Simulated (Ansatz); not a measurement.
**NaC+ (singlet): wave-function methods side by side, aug-cc-pVDZ**

How much of the correlation energy of NaC+ (singlet) does each wave-function method recover here?

Computed with Ansatz 0.2.0, Gaussian basis. Level: aug-cc-pVDZ, core rule «outside noble gas», up to 6 orbitals frozen.

Plan: UHF; CCSD(T) on RHF; CCSD(T) on UHF; BCCD(T) on RHF; CISD; CCSDT(Q) on RHF; CCSDT(Q) on UHF; Full CI.

30 further runs of the same task are left out: 13 for a known fault of the program, 4 that didn't finish, 13 set aside as unsound or not needed.

## Step 1: What is computed

The geometry is a PBE0/def2-TZVP stationary point (not a proven minimum) of the parent state, kept for this charge and spin.

2 atoms, charge 1, spin multiplicity 1.

Atoms are counted from 1 here; the program's logs count them from 0.

Bond lengths: C1–Na2 2.281 Å.

## Step 2: UHF

in.yaml reads:

```yaml
crystal:
  periodic: [false, false, false]
  atoms:
    - {symbol: C, position_ang: [0.000000, 0.000000, 0.000000]}
    - {symbol: Na, position_ang: [0.000000, 0.000000, 2.280800]}
basis:
  gaussian: {orbitals: aug-cc-pVDZ}
total_charge: 1
magnetization: {spin_polarized: true, initial_magnetization: 0}
hamiltonian: {xc: hf}
output: {orbitals: {seedname: orbitals}}
```

Launch:

```
$ ansatz run in.yaml --threads 1 --pin off --events-out ev --progress --plain --max-ram 2393MiB
```

Further steps of the session: CCSD(T) on RHF; CCSD(T) on UHF; BCCD(T) on RHF; CISD; CCSDT(Q) on RHF; CCSDT(Q) on UHF; Full CI.

**Question.** What will the summary of the whole plan be? Wanted: FCI from the RHF energy; RMP2 from FCI; RCCSD from FCI; RCCSD(T) from FCI; RCCSDT(Q) from FCI; T1 diagnostic; effectively unpaired electrons.

**Answer**, as computed:

| quantity | value |
| --- | --- |
| FCI from the RHF energy | -2.9090 eV |
| RMP2 from FCI | +1066.4 meV |
| RCCSD from FCI | +140.0 meV |
| RCCSD(T) from FCI | +67.1 meV |
| RCCSDT(Q) from FCI | +25.1 meV |
| levels within 1 kcal/mol (43 meV) | RCCSDT(Q) |
| T1 diagnostic | 0.007 |
| effectively unpaired electrons | 0.67 |

**Reading.** RCCSD(T) misses by +67.1 meV, 2.3 % of the correlation energy. The occupations show some static correlation. Coupled cluster took another determinant than the lowest Hartree-Fock one. These misses are within one basis, not against nature.

The restricted and unrestricted ladders end 1.32 eV apart at CCSDT(Q), so they describe two states, and rows of one don't measure the error of the other.
